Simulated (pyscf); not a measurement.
**Hydrogen abstraction: H₂N–SiH₂–NH–SiH₂–NH₂ + H• → H₂N–SiH•–NH–SiH₂–NH₂ + H₂**

Gas phase, doublet surface, charge 0. Bonds broken: Si2–H8. Bonds formed: H8–H15. PySCF, gas phase, ωB97X-D3(BJ)/def2-SVP geometries.

Transition state (Å):

```xyz
15

N      1.6481    -1.3653     0.6931
Si     0.8369     0.1399     0.4133
N     -0.8635    -0.1275     0.6440
Si    -2.0579     1.1189     0.4656
N     -1.2667     2.3694    -0.4255
H      2.5820    -1.3555     1.0886
H      1.5371    -2.1434     0.0511
H      1.0366     0.6749    -1.0421
H      1.4625     1.1272     1.3420
H     -1.1166    -1.0362     1.0225
H     -3.2778     0.5177    -0.1601
H     -2.4873     1.7622     1.7452
H     -1.4124     3.3456    -0.1982
H     -0.9522     2.2433    -1.3822
H      0.9754     1.1004    -2.2673
```

One imaginary mode, 509i cm⁻¹; descent along it reached the two sides named.

| bond | change | reactant side (Å) | saddle | product side |
|---|---|---|---|---|
| Si2–H8 | breaks | 1.496 | 1.563 | 3.3 |
| H8–H15 | forms | 6.4 | 1.298 | 0.763 |

Electronic energies relative to the separated reactants (kcal/mol):

```csv
level,barrier,reaction energy,reverse barrier
ωB97X-D3(BJ)/def2-TZVP,4.4,-11.6,16.0
PBE/def2-TZVP,0.3,-15.6,15.9
r²SCAN/def2-TZVP,-1.0,-16.1,15.1
B3LYP-D3(BJ)/def2-TZVP,0.2,-15.9,16.1
PBE0-D3(BJ)/def2-TZVP,2.0,-12.9,14.9
M06-2X/def2-TZVP,5.0,-13.7,18.7
ωB97M-D3(BJ)/def2-TZVP,4.6,-11.1,15.7
HF/def2-TZVP,11.4,-5.3,16.7
```

With ωB97M-D3(BJ)/def2-TZVP energies and thermal terms (ideal gas, 1 atm, RRHO with modes under 100 cm⁻¹ raised to 100, one conformer, R ln 2 for chiral ones without a mode under 150 cm⁻¹), in kcal/mol:

```
T (K)  ΔH‡   ΔG‡     ΔH     ΔG
-----  ---  ----  -----  -----
298    3.2   9.4  -10.3  -11.3
600    3.1  15.7  -10.4  -12.3
900    2.9  22.1  -10.8  -13.2
1200   2.8  28.5  -11.4  -14.0
```

At r²SCAN this geometry lies under the reactants; that is no barrier but a single point on another level's saddle; such a level's own saddle, if it has one, lies nearer that side and is low. One saddle was located; it need not be the lowest between these sides. The angle at the transferred H is 170°.
